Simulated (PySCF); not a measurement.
What binds to acetylene, and how strongly

Gas-phase complexes of acetylene, each in one structure from a short search with a few starts, optimised by PBE0-D3(BJ)/def2-SVPD or PBE0-D3(BJ)/def2-TZVPD; other ways of binding may lie lower. Energies in kcal/mol, CCSD(T) at its estimated basis limit, counterpoise-corrected (PySCF): interaction is complex less parts frozen as they stand in it. Contacts are written partner···acetylene; electrostatic, Pauli and orbital are terms of the uncorrected MP2 energy, whose rest is dispersion or correlation. The CCSD(T) estimate is Hartree-Fock/aug-cc-pVQZ, plus the MP2 correlation part extrapolated as X⁻³ from aug-cc-pVTZ and aug-cc-pVQZ, plus CCSD(T) less MP2 in aug-cc-pVDZ; noble-gas cores are frozen. It isn't the exact limit.

1 other partner is left out, for which the search missed the form known or expected to bind best.

Frequency runs check only 2 of the 4 structures; these show no clear imaginary mode. 3 further partners within 0.25 kcal/mol of a listed one are not ranked.

Question: Order these partners of acetylene by interaction energy, strongest first: sulfur dioxide, hydrogen sulfide, sulfur difluoride, carbon dioxide.

Answer: sulfur difluoride (-3.1), sulfur dioxide (-2.5), carbon dioxide (-2.1), hydrogen sulfide (-1.5).
```json
{"partner": "sulfur difluoride", "contact": "S···C", "distance (Å)": "2.88", "interaction": "-3.1", "electrostatic": "-11.2", "Pauli": "18.3", "orbital": "-5.8"}
{"partner": "sulfur dioxide", "contact": "S···C", "distance (Å)": "3.15", "interaction": "-2.5", "electrostatic": "-6.7", "Pauli": "9.1", "orbital": "-2.9"}
{"partner": "carbon dioxide", "contact": "C···C", "distance (Å)": "3.29", "interaction": "-2.1", "electrostatic": "-3.3", "Pauli": "3.3", "orbital": "-0.4"}
{"partner": "hydrogen sulfide", "contact": "H···C", "distance (Å)": "2.84", "interaction": "-1.5", "electrostatic": "-2.0", "Pauli": "2.4", "orbital": "-0.4"}
```
